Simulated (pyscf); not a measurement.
This saddle point was located with ωB97X-D3(BJ)/def2-SVP in PySCF.

```
Zn
O 1 1.8763
H 2 0.9623 1 131.16
H 2 1.4358 3 137.51 1 -136.01
S 4 1.4884 2 138.68 3 155.31
H 5 1.3479 4 94.28 2 87.06
S 1 2.1777 2 150.35 3 27.10
H 7 1.3480 1 93.65 2 -178.51
```

Surface: singlet, charge 0. Lowest wavenumbers (cm⁻¹): 566i, 89, 97, 161, 167.

Name the species on either side of this saddle.

HS–Zn–SH + H₂O <-> H₂S + HO–Zn–SH, a four-centre exchange read from left to right: S–Zn, H–O broken and H–S, O–Zn formed. At ωB97M-D3(BJ)/def2-TZVP it lies +9.5 kcal/mol from the left side and -4.1 kcal/mol from the right (each side as separated species at their lowest minima found). On the reactant side the descent ends in an adduct with a O–Zn contact, 13.3 kcal/mol under the separated species and 21.5 kcal/mol under the saddle at ωB97X-D3(BJ)/def2-TZVP. On the product side the descent ends in an adduct with a S–Zn contact, 11.6 kcal/mol under the separated species and 4.6 kcal/mol under the saddle at ωB97X-D3(BJ)/def2-TZVP. At ωB97M-D3(BJ) the saddle lies under the separated products, which points to a path from their complex (located at ωB97X-D3(BJ) alone), and parting the products costs more than the saddle. What is counted as formed (O–Zn) is already present as a longer contact in the reactant adduct; forming that adduct is a step of its own. What is counted as broken (S–Zn) persists as a longer contact in the product adduct; parting that adduct is a step of its own. This is the saddle that the search found; another between the same sides may lie lower. Elements up to Kr have no core potential and no relativistic terms here.
